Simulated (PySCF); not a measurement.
## SiH and its ions

UHF-CCSD; PySCF, no relativity, basis sets Si def2-SVPD, H def2-SVPD. Neutral (UHF): doublet (π ↑), Re = 1.530 Å, ωe = 2051 cm⁻¹, De = 2.95 eV.

SiH⁻ (UHF): triplet (π ↑↑), Re = 1.565 Å, ωe = 1828 cm⁻¹. The energies at the minima are -289.42815 hartree for SiH and -289.45294 for SiH⁻.

(1) Work out the adiabatic electron affinity, without and with harmonic zero-point energies (1 hartree = 27.2114 eV, 1 eV = 8065.5 cm⁻¹), and the change of the bond length.

Correlated steps freeze 5 core orbitals. Correlated levels converge slowly with the basis: in double zeta they bind strong bonds too weakly, by up to about 1 eV, and carry superposition errors of some tenths. States were picked by a PBE0 search and need not be the measured ground states.

Answers

(1) At UHF-CCSD: 0.02479 hartree = 0.675 eV between the minima; the zero-point term (2051.0 − 1828.0)/2 cm⁻¹ = +0.014 eV makes it 0.688 eV. Re changes by +3.5 pm against the neutral. The electron enters a π orbital, which is non-bonding in a hydride.
